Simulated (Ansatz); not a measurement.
H₅PSi (`[SiH3]P`), 7 atoms. Total charge 0; spin multiplicity 1. Hardware: A = 2 threads of a server CPU on a shared host; B = 2 threads of an AMD EPYC 7R13 on a shared host and a share of an NVIDIA H100 80 GB. Correlated methods freeze the cores. Open-shell runs search over several starts.

Question: Give the basis size and wall time and peak host memory of each of these runs in Ansatz. UKS PBE-D4/def2-TZVPP energy of the cation [A]; UKS PBE0-D4/def2-TZVPP energy of the cation [A]; RKS PBE0-D4/def2-TZVP frequencies [A]; RKS HSE06 (plane-wave form)-D4/def2-TZVPP energy [A]; RHF-CCSD(T)/cc-pV(T+d)Z energy [A]; RKS PBE0-D4/def2-TZVPP energy [A]; UKS ωB97X-V/def2-TZVPP energy of the cation [A]; UHF-CCSD(T)/def2-QZVPP energy of the cation [B]; RKS B3LYP-D4/def2-TZVPP energy and forces [A]; RKS r2SCAN0-D4/def2-TZVPP energy [A]; RHF-CCSD(T)/def2-SVP energy [A]; RHF-CCSD(T)/cc-pV(D+d)Z energy [A]. (Estimate.)

Answer: The calculation gave: Other jobs shared the machine, so times are rough.

| level | job | functions | wall time | peak host memory (GiB) |
| --- | --- | --- | --- | --- |
| RHF-CCSD(T)/def2-SVP | energy [A] | 61 | 1.1 s | 0.32 |
| RKS PBE0-D4/def2-TZVPP | energy [A] | 154 | 2.1 s | 0.3 |
| RHF-CCSD(T)/cc-pV(D+d)Z | energy [A] | 71 | 2.8 s | 0.32 |
| RKS HSE06 (plane-wave form)-D4/def2-TZVPP | energy [A] | 154 | 3.3 s | 0.32 |
| RKS B3LYP-D4/def2-TZVPP | energy and forces [A] | 154 | 4.2 s | 0.32 |
| RKS r2SCAN0-D4/def2-TZVPP | energy [A] | 154 | 5.5 s | 0.32 |
| UKS PBE-D4/def2-TZVPP | energy of the cation [A] | 154 | 8 s | 0.32 |
| UKS PBE0-D4/def2-TZVPP | energy of the cation [A] | 154 | 8.5 s | 0.37 |
| UHF-CCSD(T)/def2-QZVPP | energy of the cation [B] | 290 | 12 s | 0.85 |
| UKS ωB97X-V/def2-TZVPP | energy of the cation [A] | 154 | 16 s | 0.48 |
| RHF-CCSD(T)/cc-pV(T+d)Z | energy [A] | 148 | 17 s | 0.85 |
| RKS PBE0-D4/def2-TZVP | frequencies [A] | 104 | 87 s | 0.32 |

B3LYP here is the variant with VWN-RPA as its local correlation; programs differ in this.
